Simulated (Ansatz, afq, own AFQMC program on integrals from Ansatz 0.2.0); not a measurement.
# The Si5–Cl6 bond of C₂H₈ClNSi₂, singlet, worked out

```xyz
14

C    -1.6489   -0.8315    1.2670
C    -1.1704   -1.5796    0.2658
Si    0.0977   -0.9623   -0.9605
N     0.3071    0.7758   -0.8703
Si    1.5272    1.6929   -0.0737
Cl    0.9612    2.2806    1.8469
H    -2.3903   -1.2150    1.9772
H    -1.3102    0.1984    1.4290
H    -1.5409   -2.6090    0.1615
H    -0.3346   -1.3357   -2.3434
H     1.4383   -1.5680   -0.6974
H    -0.4782    1.3191   -1.2238
H     2.7412    0.8490    0.0648
H     1.7878    2.9559   -0.8143
```

The molecule and both fragments are relaxed with PBE0/def2-SVP; the fragments keep their bonds.

Basis def2-SVP. Noble-gas cores (and the filled d shells of Ga–Kr and In–Xe) are frozen. Ansatz 0.2.0 and our own AFQMC program on the same integrals; the CISD trial comes from CCSD amplitudes, and released means the phaseless constraint is let go. Error bars are statistical, one sigma.

Total energies in eV. CBS is CCSD(T) at the limit of def2-TZVPP/QZVPP (MP2 extrapolated, CCSD(T) minus MP2 added); the highest rung of each member is named.

Cautions: C₂H₈ClNSi₂ (singlet): the released value is read at 0.63 1/Eh with a noise of 23 meV, more than in the cases checked, later times being too noisy (meV from the phaseless value at times in 1/Eh: -24 ± 24 at 0.21, -55 ± 19 at 0.42, -56 ± 23 at 0.63, -40 ± 33 at 0.90); C₂H₈NSi₂ (doublet): the released value is read at 0.90 1/Eh with a noise of 27 meV, more than in the cases checked (meV from the phaseless value at times in 1/Eh: 0 ± 18 at 0.21, -24 ± 19 at 0.42, -63 ± 15 at 0.63, -50 ± 27 at 0.90).

```json
{"member": "C₂H₈NSi₂, doublet", "count": "+1", "CCSD(T)/def2-SVP": "-19404.8805", "highest rung in def2-SVP": "-19404.9850 ± 0.0275", "which": "released AFQMC", "CCSD(T)/CBS": "-19422.1708"}
{"member": "Cl (doublet)", "count": "+1", "CCSD(T)/def2-SVP": "-12502.1624", "highest rung in def2-SVP": "-12502.1710", "which": "FCI", "CCSD(T)/CBS": "-12509.3370"}
{"member": "C₂H₈ClNSi₂, singlet", "count": "-1", "CCSD(T)/def2-SVP": "-31911.6357", "highest rung in def2-SVP": "-31911.7602 ± 0.0231", "which": "released AFQMC", "CCSD(T)/CBS": "-31936.5807"}
```

Task: Work out the best estimate of the bond energy: the CCSD(T)/CBS difference plus the step from CCSD(T) to the highest rung.

Result: Sums with the counts: CCSD(T)/CBS 5.0729 eV, highest rung 4.6042 eV, CCSD(T)/def2-SVP 4.5928 eV. The step is 4.6042 − 4.5928 = 0.0114 eV, so the best estimate is 5.0729 + (0.0114) = 5.0843 eV, with sampling noise 0.036 eV. The step is under twice that noise, so its sign is open. The basis set is worth 0.480 eV of it. Zero-point, core-correlation and spin–orbit terms aren't in it. Past Ne the Hartree–Fock part of each CBS total tends to overshoot, since the cores don't follow the formula; that largely cancels in the difference.

Best estimates are given only where the step beyond CCSD(T) is under 0.3 eV and no member's determinant is very poor (T1 over 0.05, or 0.07 for open shells, ⟨S²⟩ too high by 0.3, two states mixed), so the hardest cases are missing from such tables.

Each member of a difference takes its own highest rung, so a best estimate needn't equal the limit plus the step of one row. Released energies are given only where the last usable release times agree within the noise; a slower fall can still hide under it.
